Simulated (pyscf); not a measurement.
Optimised with ωB97X-D3(BJ)/def2-SVP in PySCF. Correlated levels are frozen-core, on RHF or UHF. ΔMP2 is the change of the MP2 total energy from the triple- to the quadruple-zeta basis.

Q: List the bond dissociation enthalpies at 298 K of HS–Zn–SH from CCSD(T)/def2-TZVPP + ΔMP2(QZVPP), from the weakest bond up.

A: S–Zn to SH• + [HS–Zn]•: 85.8 kcal/mol; H–S to •S–Zn–SH + H•: 90.5 kcal/mol. Ring and multiple bonds, and those that leave no two simple radicals, are not listed. The radicals are drawn with the spin at the cut bond; how far it spreads was not checked. Other isomers of •S–Zn–SH were not searched in full and may lie lower. The CCSD(T) − MP2 part came from Ansatz, without density fitting, on the same reference. The frozen core leaves the outer d or s,p core shells of the metals and heavy elements correlated in the MP2 and CC values, and def2-TZVPP describes them poorly, which can shift differences by a few kcal/mol. Left out: the spin-orbit lowering of SH. Elements up to Kr have no core potential and no relativistic terms here.
